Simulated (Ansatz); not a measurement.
# CH8AlN: the cost of one run

Program: Ansatz 0.2.0. Level of theory: RKS PBE-D4/6-31G*. These are calculated values, not measurements.

## (1) The system as given

Bond lengths: Al1–C2 2.320 Å, C2–H3 1.110 Å, C2–H4 1.110 Å, C2–H5 1.110 Å, Al1–H6 1.560 Å, Al1–H7 1.560 Å, Al1–N8 2.220 Å, N8–H9 1.060 Å, N8–H10 1.060 Å. Angles (14 of 15 angles, heavy atoms first): C2–Al1–N8 71.6°, Al1–C2–H3 109.5°, Al1–C2–H4 109.5°, Al1–C2–H5 109.5°, C2–Al1–H6 120.0°, C2–Al1–H7 120.0°, H6–Al1–N8 105.6°, H7–Al1–N8 92.7°, Al1–N8–H9 120.0°, Al1–N8–H10 120.0°, H3–C2–H4 109.4°, H3–C2–H5 109.4°, H4–C2–H5 109.4°, H6–Al1–H7 120.0°.

Structure file:

```xyz
11

Al    0.0000    0.0000    0.0000
C     0.0000    0.0000    2.3200
H    -0.9996   -0.3092    2.6905
H     0.7676   -0.7111    2.6905
H     0.2320    1.0203    2.6905
H     1.3510    0.0000   -0.7800
H    -1.3510    0.0000   -0.7800
N    -0.2843   -2.0875    0.7000
H    -0.6995   -2.8131    0.0484
H    -0.0048   -2.3586    1.6859
H    -0.1810   -1.3289    1.8561
```

## (2) A restrained relaxation towards end A

Springs on the bonds that form and break draw the guess towards this end; the thresholds are loose.

input.yaml reads:

```yaml
crystal:
  periodic: [false, false, false]
  atoms:
    - { symbol: Al, position_ang: [0.0, 0.0, 0.0] }
    - { symbol: C, position_ang: [0.0, 0.0, 2.32] }
    - { symbol: H, position_ang: [-0.9996, -0.3092, 2.6905] }
    - { symbol: H, position_ang: [0.7676, -0.7111, 2.6905] }
    - { symbol: H, position_ang: [0.232, 1.0203, 2.6905] }
    - { symbol: H, position_ang: [1.351, 0.0, -0.78] }
    - { symbol: H, position_ang: [-1.351, 0.0, -0.78] }
    - { symbol: "N", position_ang: [-0.2843, -2.0875, 0.7] }
    - { symbol: H, position_ang: [-0.6995, -2.8131, 0.0484] }
    - { symbol: H, position_ang: [-0.0048, -2.3586, 1.6859] }
    - { symbol: H, position_ang: [-0.181, -1.3289, 1.8561] }
basis:
  gaussian: { orbitals: "6-31G*" }
hamiltonian:
  xc: pbe
  dispersion: d4
relax:
  f_tol: 0.15
  max_steps: 25
  restrain:
    - { distance: [0, 7], at: 3.12, k: 30.0 }
    - { distance: [10, 1], at: 2.31, k: 30.0 }
    - { distance: [0, 1], at: 1.97, k: 30.0 }
    - { distance: [10, 7], at: 1.06, k: 30.0 }
```

On the command line:

```
> ansatz run input.yaml --threads 1 --pin off --max-ram 2048MiB --backend cpu --events-out ev --progress --plain --runs-dir out
```

What time and memory should one allow on 1 thread of Arm Neoverse V2, shared host?

About 26 s, with a peak of 0.12 GiB.
